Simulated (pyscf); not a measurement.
PySCF, gas phase, ωB97X-D3(BJ)/def2-SVP geometries.

**Question.** For the elementary gas-phase step HO–ZnH (SMILES [OH][ZnH]) + H₃C–CH₃ (SMILES CC) → H₃C–CH₂–Zn–OH (SMILES C[CH2][Zn][OH]) + H₂ (SMILES [H][H]) (singlet surface; H–Zn, C–H broken, C–Zn, H–H formed), what barrier and reaction energy does HF/def2-TZVP give, measured from the separated reactants?

**Answer.** ΔE‡ = 3.30 eV, ΔE = +0.86 eV. ωB97M-D3(BJ)/def2-TZVP gives 2.58 eV and +0.58 eV. Zero-point energy shifts the barrier by -0.09 eV. It is a four-centre exchange, with an imaginary mode of 1646i cm⁻¹. At the saddle there is also a short H–Zn contact that neither side keeps. One saddle was located; it need not be the lowest between these sides. Elements up to Kr have no core potential and no relativistic terms here.
